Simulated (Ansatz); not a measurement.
Ansatz (a first-principles code) input (CCSD(T)/def2-SVPD):

Ansatz 0.2 input:
```yaml
crystal:
  periodic: [false, false, false]
  atoms:
    - {symbol: N, position_ang: [-0.00356243, 0.11201664, 0.09548205]}
    - {symbol: H, position_ang: [0.80776927, -0.37468272, -0.32489897]}
    - {symbol: H, position_ang: [-0.78283228, -0.40943375, -0.34347535]}
basis:
  gaussian:
    orbitals: def2-SVPD
total_charge: -1
magnetization: {spin_polarized: false}
correlation: {method: ccsd_t, electrons: outside_noble_gas}
```

Output:

```
Functional definition: HF
integrals: 0.01 GiB planned
352 factors; integrals over basis functions are off by at most 1.2e-3 eV
mean field: 0.05 GiB planned
mean field evaluation 1: about -1509.0604 eV, gradient 1.3e1 eV
mean field evaluation 2: about -1509.0616 eV, gradient 1.3e1 eV
mean field evaluation 4: about -1509.5776 eV, gradient 2.0e0 eV
mean field evaluation 8: about -1509.5926 eV, gradient 5.6e-4 eV
mean field evaluation 16: about -1509.5915 eV, gradient 1.2e-1 eV
mean field -1509.59263308 eV, -55.4765060270 hartree, gradient 2.9e-6 eV, S^2 0.000000; 0 other end points of the search recorded, 0 dependent functions left out
1 core orbitals not correlated
reference -1509.59263308 eV, -55.4765060270 hartree; 4, 4 occupied and 31, 31 virtual orbitals, 352 factors
second order -5.85493434 eV of doubles, -0.00000000 eV of singles
coupled cluster: 0.06 GiB planned
cycle   1  -5.89279388 eV  change   -3.8e-2 eV  update   6.7e-2
cycle   2  -6.04932006 eV  change   -1.6e-1 eV  update   1.9e-2
cycle   3  -6.09685962 eV  change   -4.8e-2 eV  update   1.0e-2
cycle   4  -6.09481267 eV  change    2.0e-3 eV  update   2.4e-3
cycle   5  -6.09422162 eV  change    5.9e-4 eV  update   8.3e-4
cycle   6  -6.09434622 eV  change   -1.2e-4 eV  update   2.3e-4
cycle   7  -6.09424980 eV  change    9.6e-5 eV  update   7.8e-5
cycle   8  -6.09426285 eV  change   -1.3e-5 eV  update   2.9e-5
cycle   9  -6.09425125 eV  change    1.2e-5 eV  update   1.0e-5
cycle  10  -6.09424935 eV  change    1.9e-6 eV  update   3.8e-6
perturbative correction -0.21685752 eV, -0.0079693670 hartree
Total energy: -1515.90373995 eV, -55.7084349267 hartree
```

Whether it binds its extra electron was not tested at this geometry.
